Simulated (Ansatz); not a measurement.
# CHBe (quartet): from Hartree-Fock to the top rungs, def2-QZVPP

An exercise on one series of results from a longer session: the logs are not shown, and one member is left open.

The runs use Ansatz 0.2.0, Gaussian basis; def2-QZVPP, core rule «outside noble gas», up to 2 orbitals frozen.

Plan: UHF; ROHF; CCSD(T) on UHF.

2 further runs of the same task are left out: 2 set aside as unsound or not needed.

## The geometry

The geometry is a PBE0/def2-TZVP stationary point (not a proven minimum) of the parent state, kept for this charge and spin.

3 atoms, charge 0, spin multiplicity 4.

Atoms are counted from 1 here; the program's logs count them from 0.

Bond lengths: C1–Be2 1.624 Å, C1–H3 1.082 Å. Angles: Be2–C1–H3 180.0°.

The first run:

The input, in.yaml:

```yaml
crystal:
  periodic: [false, false, false]
  atoms:
    - {symbol: C, position_ang: [0.000000, 0.000000, 0.180833]}
    - {symbol: Be, position_ang: [0.000000, 0.000000, -1.443367]}
    - {symbol: H, position_ang: [0.000000, 0.000000, 1.262533]}
basis:
  gaussian: {orbitals: "def2-QZVPP.json"}
magnetization: {spin_polarized: true, initial_magnetization: 3}
hamiltonian: {xc: hf}
output: {orbitals: {seedname: orbitals}}
```

On the command line:

```
$ ansatz run in.yaml --threads 1 --pin off --events-out ev --progress --plain --max-ram 2393MiB
```

Among the steps run: UHF; ROHF; CCSD(T) on UHF.

One table of the session follows, with a row left open; its other results are not shown here.

| method | from UCCSD(T) (kcal/mol) |
| --- | --- |
| ROHF | ? |
| UHF | +101.49 |
| UMP2 | +15.53 |
| UCCSD | +3.54 |
| UCCSD(T) | 0 |

Estimate the missing values for ROHF.

**Answer.** from UCCSD(T) (kcal/mol): +105.49. In the column «from UCCSD(T) (kcal/mol)» it is the highest.
